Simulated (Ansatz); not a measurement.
A nudged elastic band was laid between two geometries of CH4BS (7 atoms, charge 0, multiplicity 2).

All numbers below come from UKS r2SCAN-D4/def2-SVP in Ansatz.

```
movable images  : 5
climbing image  : yes
spring          : 5.0 eV/Å²
optimiser       : quadratic models (default)
start path      : IDPP
force threshold : 0.05 eV/Å
iteration limit : 60
end points      : relaxed
```

First end point:

```xyz
7
Properties=species:S:1:pos:R:3
B -1.137 0.269 -0.934
C -0.042 -0.017 0.112
S 1.661 -0.041 -0.555
H -2.325 0.334 -0.733
H -0.300 -0.983 0.592
H -0.151 0.748 0.908
H 2.294 -0.309 0.611
```

Last end point:

```xyz
7
Properties=species:S:1:pos:R:3
B -0.856 0.013 -0.892
C -0.044 0.086 0.412
S 1.790 0.166 0.322
H -2.057 0.064 -1.004
H -0.368 -0.796 1.007
H -0.376 0.956 1.010
H 1.911 -0.488 -0.854
```

(1) What changes between the two ends?

(2) Give the energies along the band, and the barrier.

(3) What is the geometry of the highest image?

(4) What are the harmonic wavenumbers there?

The band took 5 iterations and about 100 core-seconds.

Results:

(1) No bond is made or broken. The dihedral H5–C2–S3–H7 goes from -59 to 94°.

(2) The run converged. The highest image is number 3 of 0 to 6, 0.103 eV above the first end and 0.095 eV above the last; the last end lies 0.009 eV above the first. A vibrational analysis at the climbing image gives one clearly imaginary mode, 253i cm⁻¹: a first-order saddle point.

```csv
image,path coordinate (Å),energy (eV),dihedral H5–C2–S3–H7 (°)
0,0.00,0.000,-59
1,0.37,0.023,-38
2,0.75,0.075,-15
3,1.12,0.103,11
4,1.57,0.071,41
5,2.03,0.025,67
6,2.48,0.009,94
```

(3) 
```xyz
7
Properties=species:S:1:pos:R:3
B -1.066 -0.031 -0.971
C -0.052 0.176 0.170
S 1.734 0.384 -0.274
H -2.261 -0.163 -0.848
H -0.157 -0.662 0.886
H -0.368 1.061 0.758
H 2.170 -0.766 0.279
```

(4) 253i, 158, 297, 423, 596, 813, 881, 1001, 1080, 1193, 1326, 2623, 2705, 3006, 3070 cm⁻¹.

The run took 54 s on 2 threads of Intel(R) Xeon(R) Platinum 8488C (Sapphire Rapids) (shared host), peak memory 0.2 GiB.
